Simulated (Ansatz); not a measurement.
# C2F4 (tetrafluoroethylene) at B88x+r2SCANc(a = 0.5)/cc-pCVTZ (exact exchange 0.5, mp2 os scale 1.3, mp2 share 0.2, mp2 ss scale 0)

What is the energy change on altering one bond length of C2F4 (tetrafluoroethylene) at B88x+r2SCANc(a = 0.5)/cc-pCVTZ (exact exchange 0.5, mp2 os scale 1.3, mp2 share 0.2, mp2 ss scale 0)? 

The calculation is run with Ansatz 0.2.0.

4 further runs of the same task are left out: 2 for a known fault of the program, 2 set aside as unsound or not needed.

### Step 1. The structure to begin with

C2F4 has 6 atoms, charge 0, and is taken as a singlet. SMILES: `FC(F)=C(F)F`. The coordinates come from a PBE0-D4/def2-TZVP relaxation.

Bond lengths: F1–C2 1.310 Å, C2–F3 1.310 Å, C2–C4 1.320 Å, C4–F5 1.310 Å, C4–F6 1.310 Å. Angles: F1–C2–F3 113.3°, F1–C2–C4 123.4°, F3–C2–C4 123.4°, C2–C4–F5 123.4°, C2–C4–F6 123.4°, F5–C4–F6 113.3°.

### Step 2. Energy and gradient at B88x+r2SCANc(a = 0.5)/cc-pCVTZ (exact exchange 0.5, mp2 os scale 1.3, mp2 share 0.2, mp2 ss scale 0)

Input file input.yaml:

```yaml
crystal:
  periodic: [false, false, false]
  atoms:
    - {symbol: F, position_ang: [1.169200, -1.134500, -0.708000]}
    - {symbol: C, position_ang: [0.202500, -0.640200, 0.025700]}
    - {symbol: F, position_ang: [-0.337500, -1.520600, 0.832300]}
    - {symbol: C, position_ang: [-0.188400, 0.618800, -0.041100]}
    - {symbol: F, position_ang: [0.351500, 1.499300, -0.847600]}
    - {symbol: F, position_ang: [-1.155200, 1.113100, 0.692600]}
basis:
  gaussian:
    orbitals: cc-pCVTZ
hamiltonian:
  xc:
    text: |
      parameter a = 0.5
      parameter c = 0.2
      exchange = (1 - a)*b88_x + a*exact_x
      correlation = (1 - c)*r2scan_c + c*(1.3*mp2_os + 0*mp2_ss)
correlation:
  electrons: all
output: {forces: true, orbitals: {seedname: orbitals}}
```

On the command line:

```sh
ansatz run input.yaml --threads 1 --pin off --max-ram 2610MiB --events-out events.jsonl --progress --plain --runs-dir runs
```

The log of the run:

```text
Warning: RAYON_NUM_THREADS=1 ignored (pool sized by the plan → 1); use --threads N
Functional definition: unnamed
  parameter a = 0.5
  parameter c = 0.2
  exchange = (1 - a)*b88_x + a*exact_x
  correlation = (1 - c)*r2scan_c + c*(1.3*mp2_os + 0*mp2_ss)
1635 factors; integrals over basis functions are off by at most 6.4e-4 eV
mean field evaluation 1: about -12925.0208 eV, gradient 3.4e1 eV
mean field evaluation 2: about -12925.1867 eV, gradient 3.4e1 eV
mean field evaluation 4: about -12926.5772 eV, gradient 4.1e0 eV
mean field evaluation 8: about -12926.6064 eV, gradient 1.6e-1 eV
mean field evaluation 16: about -12926.6065 eV, gradient 6.0e-6 eV
mean field -12926.60648385 eV, -475.0440263130 hartree, gradient 6.4e-6 eV, S^2 0.000000; 0 other end points of the search recorded, 0 dependent functions left out
reference -12926.60659224 eV, -475.0440302961 hartree; 24, 24 occupied and 234, 234 virtual orbitals, 1635 factors
second order -52.58290010 eV of doubles, -0.00000000 eV of singles
the calculation of the forces begins
Total energy: -12936.93695657 eV, -475.4236641830 hartree
Atom 0 at     1.169200    -1.134500    -0.708000 Å, force     0.168626    -0.070625    -0.133102 eV/Å
Atom 1 at     0.202500    -0.640200     0.025700 Å, force    -0.009389     0.025752    -0.000519 eV/Å
Atom 2 at    -0.337500    -1.520600     0.832300 Å, force    -0.102066    -0.138437     0.142901 eV/Å
Atom 3 at    -0.188400     0.618800    -0.041100 Å, force     0.006103    -0.024282     0.002930 eV/Å
Atom 4 at     0.351500     1.499300    -0.847600 Å, force     0.103168     0.138692    -0.144121 eV/Å
Atom 5 at    -1.155200     1.113100     0.692600 Å, force    -0.166444     0.068900     0.131913 eV/Å
Dipole moment:     0.000089    -0.000044    -0.000065 e Å
```

Wall time 74 s (1 thread of AMD EPYC 7R43 (Zen 3), shared host); peak memory 0.74 GiB.

### Step 3. The distorted shape at the same level

Input file input.yaml:

```yaml
crystal:
  periodic: [false, false, false]
  atoms:
    - {symbol: F, position_ang: [0.953238, -1.486703, -0.385397]}
    - {symbol: C, position_ang: [-0.013462, -0.992403, 0.348303]}
    - {symbol: F, position_ang: [-0.553462, -1.872803, 1.154903]}
    - {symbol: C, position_ang: [-0.404362, 0.266597, 0.281503]}
    - {symbol: F, position_ang: [0.351500, 1.499300, -0.847600]}
    - {symbol: F, position_ang: [-1.371162, 0.760897, 1.015203]}
basis:
  gaussian:
    orbitals: cc-pCVTZ
hamiltonian:
  xc:
    text: |
      parameter a = 0.5
      parameter c = 0.2
      exchange = (1 - a)*b88_x + a*exact_x
      correlation = (1 - c)*r2scan_c + c*(1.3*mp2_os + 0*mp2_ss)
correlation:
  electrons: all
output: {forces: true, orbitals: {seedname: orbitals}}
```

On the command line:

```sh
ansatz run input.yaml --threads 1 --pin off --max-ram 2610MiB --events-out events.jsonl --progress --plain --runs-dir runs
```

The log of the run, shortened:

```text
Warning: RAYON_NUM_THREADS=1 ignored (pool sized by the plan → 1); use --threads N
[... 1 set-up line as earlier in the session ...]
[...]
1630 factors; integrals over basis functions are off by at most 6.9e-4 eV
[...]
mean field -12923.83152723 eV, -474.9420485380 hartree, gradient 7.3e-6 eV, S^2 0.000000; 0 other end points of the search recorded, 0 dependent functions left out
reference -12923.83163711 eV, -474.9420525762 hartree; 24, 24 occupied and 234, 234 virtual orbitals, 1630 factors
second order -54.07321238 eV of doubles, -0.00000000 eV of singles
[...]
Total energy: -12934.48497849 eV, -475.3335556508 hartree
Atom 0 at     0.953238    -1.486703    -0.385397 Å, force    -0.221587     0.053228     0.189053 eV/Å
Atom 1 at    -0.013462    -0.992403     0.348303 Å, force     0.962014     0.030026    -0.909656 eV/Å
Atom 2 at    -0.553462    -1.872803     1.154903 Å, force    -0.030650     0.263995    -0.061866 eV/Å
Atom 3 at    -0.404362     0.266597     0.281503 Å, force     0.622159     3.349031    -1.730064 eV/Å
Atom 4 at     0.351500     1.499300    -0.847600 Å, force    -2.290422    -3.903799     3.479181 eV/Å
Atom 5 at    -1.371162     0.760897     1.015203 Å, force     0.958487     0.207519    -0.966648 eV/Å
Dipole moment:    -0.139914    -0.317570     0.239687 e Å
```

It took 89 s on 1 thread of AMD EPYC 7R43 (Zen 3), shared host; peak memory 0.73 GiB.

### Step 4. Summary of results

At B88x+r2SCANc(a = 0.5)/cc-pCVTZ (exact exchange 0.5, mp2 os scale 1.3, mp2 share 0.2, mp2 ss scale 0):

| quantity | value |
| --- | --- |
| first shape: total energy | -475.42366 Eh |
| first shape: dipole moment | 0.00 D |
| first shape: HOMO energy | -8.65 eV |
| first shape: LUMO energy | 2.09 eV |
| first shape: HOMO–LUMO gap | 10.74 eV |
| first shape: largest force on an atom | 0.226 eV/Å |
| distorted shape: total energy | -475.33356 Eh |
| distorted shape: dipole moment | 2.03 D |
| distorted shape: HOMO energy | -9.77 eV |
| distorted shape: LUMO energy | -2.05 eV |
| distorted shape: HOMO–LUMO gap | 7.72 eV |
| distorted shape: largest force on an atom | 5.709 eV/Å |
| energy change with the C4–F5 bond stretched from 1.310 to 1.835 Å | 2.452 eV |

What this shows: With the C4–F5 bond stretched from 1.310 to 1.835 Å the energy rises by 2.45 eV (237 kJ/mol). The first shape isn't relaxed at this level, so the change isn't measured from a minimum. Mulliken charges (first shape) run from -0.12 on F6 to +0.25 on C2; they depend strongly on the basis.
